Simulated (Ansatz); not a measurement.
AlH$_{2}$O, SMILES `[O][AlH2]` radical, relaxed with UKS PBE-D4/def2-SVP in the Gaussian-basis code of Ansatz from a rough embedded geometry. The force threshold is 0.03 eV/Å; the program also tests the step.

Total charge 0; spin multiplicity 2.

Start:

```xyz
4

O    -1.645   -0.681    0.304
Al    0.046    0.050   -0.015
H     0.357    0.847   -1.396
H     1.242   -0.216    1.106
```

```json
{"step": "1", "energy (eV)": "-8664.8220", "largest force (eV/Å)": "1.924", "largest move (Å)": "0.000"}
{"step": "2", "energy (eV)": "-8664.9870", "largest force (eV/Å)": "1.122", "largest move (Å)": "0.107"}
{"step": "3", "energy (eV)": "-8665.0288", "largest force (eV/Å)": "0.371", "largest move (Å)": "0.038"}
{"step": "4", "energy (eV)": "-8665.0344", "largest force (eV/Å)": "0.043", "largest move (Å)": "0.034"}
{"step": "5", "energy (eV)": "-8665.0347", "largest force (eV/Å)": "0.006", "largest move (Å)": "0.007"}
```

End:

```xyz
4

O    -1.515   -0.618    0.276
Al    0.069    0.028   -0.013
H     0.278    0.827   -1.384
H     1.167   -0.237    1.121
```

It took 3.9 s on 2 threads of a server CPU on a shared host, with 0.13 GiB of host memory at the peak.
